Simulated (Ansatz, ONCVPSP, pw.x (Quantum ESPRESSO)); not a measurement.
**Tl: one change to the ONCV potential, in the atom and in the bcc crystal**

ONCVPSP 4.0.1.1 (patched build) input, shortened (lines: element, Z, core and valence counts, functional; n l f; lmax; l rc ep ncon nbas qcut; lloc lpopt rc5 dvloc0; l nproj debl; icmod fcfact rcfact), LDA (Perdew-Wang 92), scalar-relativistic:

```
  Tl 81.00   12    3  -001012      upf
    1    0    2.00
    2    0    2.00
    2    1    6.00
    3    0    2.00
    3    1    6.00
    3    2   10.00
    4    0    2.00
    4    1    6.00
    4    2   10.00
    4    3   14.00
    5    0    2.00
    5    1    6.00
    5    2   10.00
    6    0    2.00
    6    1    1.00
    2
    0    1.65    0.00    3    7    3.50
    1    2.90    0.00    4    7    2.80
    2    2.05    0.00    4    7    7.70
    4    1    1.45    2.00
    0    2    3.80
    1    1    3.70
    2    2    3.00
    1    0.30    0.00
```

Change: local potential polynomial inside 1.50 bohr (lpopt 5, dvloc0 -1 Ha).

Cutoffs, loose and tight: the cutoffs (Ha) at which the residual kinetic energy of the hardest occupied pseudo-wave falls to 1 and 0.1 mHa per electron. They do not see the model core or the augmentation charge, which bear on the density cutoff. Test errors are all-electron minus pseudo excitation energies from the reference, over the configurations 5d10 6s2 6p0; 5d10 6s1 6p0; 5d10 6s0 6p0; 5d10 6s0 6p3; variants that change the core or the reference have their own tests.

Crystal test: bcc Tl in pw.x 7.5, no spin, 12³ k-points, Fermi–Dirac smearing 0.01 Ry, cutoffs set for each file from its atomic test. The reference is all-electron LAPW (Ansatz 0.2.0) with the same functional, mesh and smearing; V0 and B0 come from Birch–Murnaghan fits to the pressures at five volumes. Errors are pseudo minus all-electron; Δ is the rms difference of the E(V) curves that follow from these fits, minima aligned, over ±6 % about the mean V0. Mesh and smearing are coarse, so the numbers serve the comparison and aren't converged zero-temperature values; the lattice is a test structure that the element need not adopt.

All-electron: a0 = 3.795 Å (V0 = 27.32 Å³/atom), B0 = 42.4 GPa.

Does the change bring the crystal closer to the all-electron result?

The mean pressure error goes from -0.62 to -48.26 GPa, so the change moves the solid further from the all-electron pressures.

| quantity | base | changed |
| --- | --- | --- |
| outcome (atom) | generated | generated |
| cutoff, loose (atom) | 34 Ha | 34 Ha |
| cutoff, tight (atom) | 60 Ha | 60 Ha |
| bound ghosts (atom) | none | p |
| largest test error (meV) (atom) | -27 over the solved tests; 1 of 4 tests not solved or not reliable | 3 of 4 tests not solved or not reliable |
| cutoffs in pw.x (Ry) | 140/560 | 140/560 |
| a0 (Å) | 3.776 | – |
| a0 error (%) | -0.50 | – |
| B0 error (%) | +3.2 | – |
| Δ (meV/atom) | 3.8 | – |
| mean pressure error (GPa) | -0.62 | -48.26 |

A dash: not determined, or the minimum lies outside the volumes sampled.

Base: The generator flags a localised state at positive energy (p at 10 eV). Atomic configuration tests: 1 of 4 tests not solved or not reliable. Changed file: This is a poor potential for the solid. The generator flags a localised state at positive energy (s at 1 eV). The pseudo pressure rises with volume over the whole range, a mechanical instability. Note: ghosts flagged at negative energy: p at -34.5 eV; GHOST(+) flagged for s at 0.54 eV, s at 224.0 eV. A true bound ghost makes a file unfit for plane-wave use. Atomic configuration tests: 3 of 4 tests not solved or not reliable.
